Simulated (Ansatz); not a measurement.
Geometry optimisation, Ansatz, RKS PBE/def2-SVP.

Input file:

```yaml
crystal:
  periodic: [false, false, false]
  atoms:
    - { symbol: Si, position_ang: [-0.070513, 0.145989, 0.182377] }
    - { symbol: "N", position_ang: [-0.01167, 0.040501, 1.981472] }
    - { symbol: H, position_ang: [-0.927954, 0.004089, 2.441991] }
    - { symbol: H, position_ang: [0.541339, 0.780925, 2.428025] }
    - { symbol: H, position_ang: [1.336854, 0.250295, -0.315583] }
    - { symbol: H, position_ang: [-0.805669, 1.381837, -0.296872] }
    - { symbol: H, position_ang: [-0.825788, -1.040244, -0.332222] }
    - { symbol: F, position_ang: [1.337915, -2.210274, 0.737876] }
    - { symbol: H, position_ang: [1.086485, -1.873318, 1.572237] }
basis:
  gaussian: { orbitals: def2-SVP }
hamiltonian:
  xc: pbe
relax:
  f_tol: 0.03
  max_steps: 50
```

Command:

```bash
$ ansatz run input.yaml --threads 1 --pin off --max-ram 2048MiB --backend cpu --events-out ev --progress --plain --runs-dir out
```

Q: Where does it end, and by what steps?

A: It converged. After 7 steps the energy has fallen by 0.266 eV; F8 moved furthest, 0.45 Å.

| step | energy less start (eV) | largest force component (eV/Å) | accepted |
| --- | --- | --- | --- |
| 0 | 0.0000 | 0.588 | yes |
| 1 | -0.1037 | 1.369 | yes |
| 2 | -0.2326 | 0.487 | yes |
| 3 | -0.1580 | 1.036 | no |
| 4 | -0.2624 | 0.147 | yes |
| 5 | -0.2651 | 0.100 | yes |
| 6 | -0.2647 | 0.224 | no |
| 7 | -0.2659 | 0.011 | yes |

```xyz
9
Properties=species:S:1:pos:R:3
Si -0.099 0.202 0.106
N 0.079 -0.098 1.859
H -0.800 -0.234 2.374
H 0.640 0.596 2.367
H 1.283 0.313 -0.457
H -0.851 1.474 -0.203
H -0.862 -0.954 -0.460
F 1.352 -2.278 1.179
H 0.918 -1.540 1.634
```

Run time: 15 s on 1 thread of Arm Neoverse V2 (shared host), peak memory 0.13 GiB.
